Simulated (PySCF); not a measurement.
Record of a relaxation.

CCl₃F.
SMILES with atom numbers: `[F:1][C:2]([Cl:3])([Cl:4])[Cl:5]`

Method: PBE0-D3(BJ)/def2-SVP geometry optimisation, gas phase in PySCF 2.14.0; density fitting, grid level 1; the optimiser is geomeTRIC in internal coordinates, started from a GFN2-xTB structure with every atom displaced at random (about 0.01 Å). The frame can shift and turn from step to step; on so coarse a grid that alone can change the energy by a few meV, and forces under 0.02 eV/Å are noise.

Step 0: E = -41290.5499 eV, largest atomic force 1.016 eV/Å
```
atom  x, y, z in Å  |  force x, y, z in eV/Å
F1      0.081   -0.167    1.400   -0.193   0.241  -0.968
C2     -0.001   -0.011    0.065    0.478  -0.175   0.417
Cl3    -0.478    1.658   -0.321    0.179  -0.431   0.198
Cl4     1.636   -0.368   -0.607   -0.756   0.169   0.202
Cl5    -1.204   -1.146   -0.574    0.291   0.195   0.151
```

Step 1: E = -41290.1597 eV, largest atomic force 4.536 eV/Å
```
atom  x, y, z in Å  |  force x, y, z in eV/Å
F1      0.236    0.590   -1.146   -1.127   2.193  -3.807
C2     -0.053    0.042   -0.044    1.739  -1.833   1.507
Cl3     1.217    0.722    0.967    0.261  -0.070   1.657
Cl4    -1.635    0.297    0.583   -0.525   0.222  -0.044
Cl5     0.269   -1.686   -0.397   -0.348  -0.512   0.687
```

Step 2: E = -41290.4802 eV, largest atomic force 1.838 eV/Å
```
atom  x, y, z in Å  |  force x, y, z in eV/Å
F1      0.192    0.625   -1.206   -0.744   0.863  -1.128
C2     -0.028    0.046   -0.061    1.453  -1.069   0.351
Cl3     1.220    0.702    1.016   -0.074  -0.116   0.479
Cl4    -1.615    0.291    0.579   -0.486   0.256  -0.043
Cl5     0.266   -1.699   -0.364   -0.149   0.066   0.342
```

Step 3: E = -41290.5768 eV, largest atomic force 0.429 eV/Å
```
atom  x, y, z in Å  |  force x, y, z in eV/Å
F1      0.136    0.658   -1.221   -0.041   0.040  -0.281
C2      0.005    0.028   -0.067    0.372  -0.213   0.011
Cl3     1.223    0.682    1.038   -0.029  -0.111   0.075
Cl4    -1.607    0.309    0.553   -0.253  -0.006   0.117
Cl5     0.279   -1.713   -0.339   -0.050   0.290   0.079
```

Step 4: E = -41290.5834 eV, largest atomic force 0.128 eV/Å
```
atom  x, y, z in Å  |  force x, y, z in eV/Å
F1      0.131    0.655   -1.237    0.002   0.021   0.072
C2      0.012    0.032   -0.072    0.064  -0.104  -0.038
Cl3     1.225    0.667    1.045   -0.043   0.044  -0.022
Cl4    -1.615    0.306    0.557   -0.005   0.038   0.007
Cl5     0.282   -1.697   -0.329   -0.018   0.001  -0.018
```

Step 5: E = -41290.5840 eV, largest atomic force 0.032 eV/Å
```
atom  x, y, z in Å  |  force x, y, z in eV/Å
F1      0.131    0.656   -1.235    0.010  -0.011   0.028
C2      0.013    0.028   -0.072    0.015  -0.024  -0.015
Cl3     1.222    0.672    1.044   -0.002   0.002  -0.006
Cl4    -1.613    0.308    0.558   -0.016   0.004   0.001
Cl5     0.281   -1.700   -0.332   -0.007   0.029  -0.007
```

Step 6: E = -41290.5841 eV, largest atomic force under 0.02 eV/Å
```
atom  x, y, z in Å  |  force x, y, z in eV/Å
F1      0.132    0.656   -1.234    0.006  -0.001   0.008
C2      0.014    0.028   -0.072    0.003  -0.006  -0.007
Cl3     1.222    0.673    1.044   -0.003  -0.006   0.001
Cl4    -1.613    0.308    0.558   -0.004   0.001   0.000
Cl5     0.280   -1.700   -0.333   -0.002   0.012  -0.002
```

Problem. Summarise the path.

Solution. The energy falls by 3.30 kJ/mol from step 0 to step 6; nine tenths of that is first reached at step 4. It rises by more than 0.2 meV at step 1. The largest force goes from 1.016 to under 0.02 eV/Å. Among the bonds C2–Cl4 changes most, from 1.805 to 1.767 Å; the atoms move by 0.023 Å rms after alignment.

Problem. Follow the three bonds and two angles with the largest change from start to end.

Solution. 
```json
{"step": "0", "E above end (kJ/mol)": "3.30", "largest force (eV/Å)": "1.016", "C2–Cl4 (Å)": "1.805", "F1–C2 (Å)": "1.347", "C2–Cl3 (Å)": "1.778", "F1–C2–Cl4 (°)": "106.9", "F1–C2–Cl3 (°)": "109.9"}
{"step": "1", "E above end (kJ/mol)": "40.95", "largest force (eV/Å)": "4.536", "C2–Cl4 (Å)": "1.721", "F1–C2 (Å)": "1.264", "C2–Cl3 (Å)": "1.759", "F1–C2–Cl4 (°)": "117.6", "F1–C2–Cl3 (°)": "99.7"}
{"step": "2", "E above end (kJ/mol)": "10.03", "largest force (eV/Å)": "1.838", "C2–Cl4 (Å)": "1.728", "F1–C2 (Å)": "1.303", "C2–Cl3 (Å)": "1.774", "F1–C2–Cl4 (°)": "114.7", "F1–C2–Cl3 (°)": "104.5"}
{"step": "3", "E above end (kJ/mol)": "0.71", "largest force (eV/Å)": "0.429", "C2–Cl4 (Å)": "1.750", "F1–C2 (Å)": "1.321", "C2–Cl3 (Å)": "1.770", "F1–C2–Cl4 (°)": "108.9", "F1–C2–Cl3 (°)": "107.5"}
{"step": "4", "E above end (kJ/mol)": "0.07", "largest force (eV/Å)": "0.128", "C2–Cl4 (Å)": "1.765", "F1–C2 (Å)": "1.327", "C2–Cl3 (Å)": "1.767", "F1–C2–Cl4 (°)": "108.8", "F1–C2–Cl3 (°)": "108.9"}
{"step": "5", "E above end (kJ/mol)": "0.01", "largest force (eV/Å)": "0.032", "C2–Cl4 (Å)": "1.766", "F1–C2 (Å)": "1.327", "C2–Cl3 (Å)": "1.767", "F1–C2–Cl4 (°)": "108.6", "F1–C2–Cl3 (°)": "108.7"}
{"step": "6", "E above end (kJ/mol)": "0.00", "largest force (eV/Å)": "under 0.02", "C2–Cl4 (Å)": "1.767", "F1–C2 (Å)": "1.326", "C2–Cl3 (Å)": "1.766", "F1–C2–Cl4 (°)": "108.6", "F1–C2–Cl3 (°)": "108.6"}
```

What follows is the cost of the whole optimisation. On an Intel Xeon Platinum 8559C with 4 threads, no GPU, shared host with 192 logical CPUs at a one-minute load of 48, this took 6.6 s wall, 53 s CPU and 0.41 GiB of memory at its peak.
